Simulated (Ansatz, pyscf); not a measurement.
H₂B–OH (SMILES BO) + CH₄ (SMILES C) -> H₂B–CH₃ (SMILES BC) + H₂O (SMILES O), a four-centre exchange on the singlet surface: B–O, C–H broken, B–C, H–O formed. Optimised with ωB97X-D3(BJ)/def2-SVP in PySCF. Wave-function energies: Ansatz (an electronic-structure program), frozen core, RHF or UHF references. In kJ/mol, from the separated reactants.

Cost: rough CPU time of the saddle's run relative to CCSD(T)/cc-pV(D+d)Z, from one job on a shared machine, with the HF step and its search for lower states.

```csv
level,barrier,reaction energy,cost
PBE/def2-TZVP,185.48,+151.23,–
M06-2X/def2-TZVP,212.23,+154.45,–
CCSD(T)/cc-pV(D+d)Z,227.70,+164.44,1
CCSDT(Q)/cc-pV(D+d)Z,227.02,+164.55,300
CCSD(T)/cc-pV(T+d)Z,219.52,+153.10,16
CCSD(T)/cc-pV(Q+d)Z,219.22,+147.49,–
```

In cc-pV(D+d)Z, going from CCSD(T) to CCSDT(Q) shifts the barrier by -0.68 and the reaction energy by +0.11 kJ/mol. With HF in the quadruple-zeta basis and the correlation energy extrapolated as X⁻³ from X = 3, 4, CCSD(T) gives 218.21 and +145.52; adding the double-zeta shift gives ΔE‡ = 217.53 and ΔE = +145.63 kJ/mol, without core correlation, relativity or geometry relaxation at these levels. On the product side the descent ends in an adduct with a B–O contact, 46.83 kJ/mol under the separated species and 112.60 kJ/mol under the saddle at ωB97X-D3(BJ)/def2-TZVP. What is counted as broken (B–O) persists as a longer contact in the product adduct; parting that adduct is a step of its own. The same reactants have a lower exit, to H₃C–BH–OH + H₂ (barrier +188.19 kJ/mol at ωB97M-D3(BJ)/def2-TZVP, against +213.16 kJ/mol here). One saddle was located; it need not be the lowest between these sides.
